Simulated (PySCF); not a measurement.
## Excitation energies in several basis sets

C4H7Cl.
SMILES: `C(/C=C\Cl)C`

TDDFT with PBE0 (PySCF), vertical singlets, core orbitals frozen in the response, spherical d and f functions. The structure is a single PBE0-D3(BJ)/def2-SVP conformer in the gas phase; no vibrational or solvent corrections.

Compare 6-31G*, 6-31+G*, def2-SVP, def2-SVPD, aug-cc-pVDZ, def2-TZVP and def2-TZVPD for this molecule.

```csv
basis,functions,diffuse,S1 (eV),S2 (eV),S3 (eV),S4 (eV),S5 (eV),LUMO (eV),α (au)
6-31G*,88,no,6.89,7.03,7.45,8.42,8.49,0.41,51.9
6-31+G*,108,yes,6.33,6.59,6.67,7.19,7.26,-0.03,59.4
def2-SVP,109,no,6.89,7.23,7.25,7.86,8.31,0.22,53.1
def2-SVPD,163,yes,6.52,6.70,6.92,7.19,7.58,-0.08,65.2
aug-cc-pVDZ,182,yes,6.08,6.39,6.56,6.83,6.87,-0.20,66.2
def2-TZVP,203,no,6.63,6.77,7.15,7.37,7.94,0.00,61.7
def2-TZVPD,257,yes,6.28,6.49,6.56,7.11,7.13,-0.12,66.7
```

States are compared by their number. Against the largest diffuse basis here (def2-TZVPD, itself not a converged limit), sets without diffuse functions differ by up to 0.62 eV in S1 and 1.36 eV in S5; the smaller diffuse sets differ by up to 0.25 and 0.45 eV. State by state, the largest deviation of a set without diffuse functions is S1 0.62, S2 0.73, S3 0.89, S4 1.31, S5 1.36 eV. The same number needn't mean the same state in each row. Against def2-TZVPD the polarisability deviates by -22% in 6-31G*, -11% in 6-31+G*, -20% in def2-SVP, -2% in def2-SVPD, -1% in aug-cc-pVDZ, -7% in def2-TZVP. A single + in a Pople set puts diffuse functions on heavy atoms only.
